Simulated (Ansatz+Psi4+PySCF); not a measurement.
Two shapes of doublet AlH3(+).

Shape 1:

```xyz
4

Al    0.0000    0.0000    0.0000
H     1.5757    0.0000    0.0000
H    -0.7879    1.3646    0.0000
H    -0.7879   -1.3646    0.0000
```

Shape 2:

```xyz
4

Al    0.0115   -0.0044   -0.0158
H     1.5823   -0.0189   -0.0007
H    -0.7752    1.3777    0.0082
H    -0.8059   -1.3694   -0.0072
```

Basis set: cc-pVTZ on H; cc-pV(T+d)Z on Al (spherical functions). Frozen core: 5 orbitals. Correlation on ROHF uses semicanonical orbitals with singles. Charge 1, multiplicity 2.

Computed with Ansatz (development build ahead of 0.2.0) and Psi4 1.11; each method stands on the lowest determinant of its kind that the runs found.

**Question.** Which shape is lower in energy, and by how much in each method?

**Answer.**

| method | E(2) − E(1) (eV) |
| --- | --- |
| ROHF | -0.051 |
| UHF | -0.060 |
| ROHF-MP2 | -0.045 |
| UHF-MP2 | -0.055 |

Shape 2 is lower. Caution for ROHF-MP2: a plain start can end on a higher determinant.
